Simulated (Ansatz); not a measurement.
## Worked example: correlation energy of HGe–AsH, quartet

Geometry: a PBE0/def2-TZVP stationary point for this spin, not checked as a minimum.

```xyz
4

Ge    0.0000   -0.0572    1.2668
As    0.0000    0.0573   -1.2364
H     0.0000    1.3231    1.9915
H     0.0000   -1.4609   -1.3830
```

Basis cc-pVTZ; Ansatz 0.2.0. Only valence electrons are correlated (noble-gas cores and the filled d shells of p-block atoms frozen), which leaves 11 electrons in 86 orbitals. R marks a restricted (for open shells ROHF) determinant, U an unrestricted one. No spin–orbit coupling is included, and no scalar relativity.

Full CI isn't at hand for all of this; UCCSDT(Q) serves as the reference, and is uncertain by about the last step of the cluster series.

Runs differ by some tens of microhartree through their thresholds and, for an open shell, their frozen cores, so steps under 0.03 kcal/mol mean nothing.

```tsv
level	total energy (hartree)
UHF	-4310.756094
UMP2	-4310.944869
UCCSD	-4310.980533
UCCSD(T)	-4310.989730
UCCSDT	-4310.991238
UCCSDT(Q)	-4310.991694
```

Task: What is the correlation energy at UCCSDT(Q), and what share of it do UMP2 and UCCSDT recover?

Result: E(corr) = -4310.991694 − (-4310.756094) = -0.235600 hartree = -6.411 eV. UMP2: -0.188775 / -0.235600 = 80.13 %. UCCSDT: -0.235144 / -0.235600 = 99.81 %.

Task: By how many kcal/mol does UCCSD(T) miss UCCSDT(Q) (1 hartree = 627.509 kcal/mol), and which steps make up the rest?

Result: -4310.989730 − (-4310.991694) = 0.001964 hartree = 1.23 kcal/mol. Steps: UCCSDT − UCCSD(T) = -0.95, UCCSDT(Q) − UCCSDT = -0.29 kcal/mol. Differences between like states or geometries often cancel part of this.
